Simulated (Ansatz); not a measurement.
**AlH3Cl− (SMILES [AlH3-][Cl]): methods side by side**

AlH3Cl− has 5 atoms, charge -1, and is taken as a singlet. SMILES: `[AlH3-][Cl]`. Geometry: a GFN2-xTB relaxation, a rough one for these elements and not checked as a minimum.

```
atom    x (Å)    y (Å)    z (Å)
  Al   0.1092  -0.0004  -0.0825
  Cl  -1.5627  -0.0021   1.1843
   H   0.2261   1.4785  -0.7042
   H  -0.1602  -1.1064  -1.2183
   H   1.3877  -0.3695   0.8207
```

Quantity: the energy change with the Al1–H5 bond stretched from 1.608 to 4.021 Å, in eV. The values are calculated.

```
                      level                    kind  program  value (eV)  less FCI/STO-3G  CPU time (all runs)
  SVWN5/STO-3G (restricted)                     LDA   Ansatz        6.32            +0.23                2.3 s
    PBE/STO-3G (restricted)                     GGA   Ansatz        6.06            -0.03                3.4 s
  wB97X/STO-3G (restricted)  range-separated hybrid   Ansatz        7.62            +1.53                 16 s
RPA@PBE/STO-3G (restricted)                     RPA   Ansatz        5.45            -0.64                5.7 s
    MP2/STO-3G (restricted)     perturbation theory   Ansatz        7.44            +1.35                0.7 s
BCCD(T)/STO-3G (restricted)   coupled cluster or CI   Ansatz        6.06            -0.03               0.79 s
 CCSDTQ/STO-3G (restricted)   coupled cluster or CI   Ansatz        6.09             0.00                 11 s
                 FCI/STO-3G      exact in the basis   Ansatz        6.09             0.00                7.4 s
```

FCI/STO-3G is exact within its basis and frozen core, so for wave-function methods in that basis the difference is their error; functionals converge differently with the basis, so for them it is only a difference. Sets without diffuse functions describe the anion poorly. The first shape isn't each level's own minimum. The values span 5.45 to 7.62 eV. All rows use very small basis sets, so even the best lies far from the true value. CPU times are rough (shared hosts, several kinds of processor): they show what a rung costs within a factor of a few.
